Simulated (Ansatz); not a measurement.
## [SiH3···H···NH], triplet: the ladder up to UCCSDT(Q)

Geometry: a point of a hydrogen-transfer path between rigid fragments, not a stationary point.

```yaml
atoms:
  - { symbol: Si, position_ang: [-1.0512, 0.0215, 0.0000] }
  - { symbol: H, position_ang: [-1.5460, 1.4212, 0.0000] }
  - { symbol: H, position_ang: [-1.5460, -0.6784, 1.2122] }
  - { symbol: H, position_ang: [-1.5460, -0.6784, -1.2122] }
  - { symbol: H, position_ang: [1.1428, 0.0215, 0.0000] }
  - { symbol: N, position_ang: [2.1828, 0.0215, 0.0000] }
  - { symbol: H, position_ang: [2.4519, -0.9828, 0.0000] }
```

Basis cc-pVDZ; Ansatz 0.2.0. Correlated methods freeze the noble-gas cores, which leaves 14 electrons in 51 orbitals. R marks a restricted (for open shells ROHF) determinant, U an unrestricted one. Active spaces: pair = (4e, 4o) about the gap.

Full CI isn't at hand for all of this; UCCSDT(Q) serves as the reference, and is uncertain by about the last step of the cluster series. The frozen core follows each run's orbitals, which can shift R against U totals by a few meV.

For open shells CISD is restricted-active-space CI with the open shells as a complete middle space.

- UHF ⟨S²⟩: 2.018
- T1 diagnostic (RCCSD): 0.0186
- largest doubles amplitude (RCCSD): 0.026
- T1 diagnostic (UCCSD): 0.0127

| level | E − E(UCCSDT(Q)) (kcal/mol) | share of correlation (%) | wall time |
| --- | --- | --- | --- |
| RHF | 190.20 | 0.00 | – |
| UHF | 185.81 | 2.31 | – |
| RMP2 | 33.22 | 82.53 | – |
| UMP2 | 33.22 | 82.54 | – |
| CISD | 20.60 | 89.17 | 9 s |
| RCCSD | 4.37 | 97.70 | – |
| UCCSD | 4.30 | 97.74 | – |
| RCCSD(T) | 0.86 | 99.55 | 3.4 s |
| UCCSD(T) | 0.85 | 99.55 | 3.7 s |
| BCCD(T) | 0.86 | 99.55 | 4.1 s |
| RCCSDT | 0.22 | 99.89 | – |
| UCCSDT | 0.20 | 99.90 | – |
| RCCSDT(Q) | 0.02 | 99.99 | 5.5 s (H100) |
| CASSCF (pair space) | 177.29 | 6.79 | – |
| NEVPT2 (pair space) | 32.61 | 82.86 | 1.7 s |
| MRCISD (pair space) | 18.53 | 90.26 | – |
| MRCISD+Q (pair space) | 1.84 | 99.03 | 2.4 s (H100) |

The correlation energy at UCCSDT(Q), counted from RHF, is -8.248 eV. That run took 4.2 s on 2 threads of AMD EPYC 7R13 with a shared H100 80 GB, shared host.

Times hold each run's SCF and search for its determinant on a shared host, so for small cases they say little of a method's own cost; rows without a card ran on 1 thread of AMD EPYC 7R13.
